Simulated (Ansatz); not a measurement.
`CF` → `[CH]F` + H₂ at 600 K and 1 bar (formal loss of a carbene).

Computed with Ansatz on PBE0-D4/def2-TZVP structures; ΔE is electronic, products minus reactants. CBS: def2 TZ/QZ extrapolation, frozen cores.

| species | CCSD(T)/CBS energy (Eh) | H − E (kJ/mol) | S (J/(mol·K)) |
| --- | --- | --- | --- |
| `CF` | -139.63088 | 127.6 | 254.6 |
| `[CH]F` | -138.29609 | 54.0 | 249.2 |
| H₂ | -1.17463 | 43.9 | 150.8 |

H − E and S are ideal-gas, rigid-rotor, harmonic terms from PBE0-D4/def2-TZVP. 1 Eh = 2625.50 kJ/mol, R = 8.31446 J/(mol·K).

**Question.** By hand: ΔE, ΔH, ΔS and ΔG.

**Answer.** ΔE = (-138.29609) + (-1.17463) − (-139.63088) = 0.16016 Eh = 420.5 kJ/mol. Δ(H − E) = 54.0 + 43.9 − 127.6 = -29.7, so ΔH = 390.8 kJ/mol. ΔS = 249.2 + 150.8 − 254.6 = 145.4 J/(mol·K). ΔG = 390.8 − 600 × (145.4)/1000 = 303.6 kJ/mol.

**Question.** By hand: the equilibrium constant, and the temperature at which ΔG would vanish if ΔH and ΔS stayed fixed.

**Answer.** log₁₀ K = −ΔG/(RT ln 10) = -26.4. ΔG = 0 at ΔH/ΔS = 2688 K, far beyond where these terms or the molecules hold.

The number of gas molecules changes by +1, which sets the sign of ΔS. A doubt of 5 kJ/mol in ΔE shifts log₁₀ K by 0.4 here. These are equilibria of isolated gas molecules and say nothing of rates. Largest T1 diagnostic: 0.018 (customary marks: 0.02 for closed shells, 0.045 for open ones).
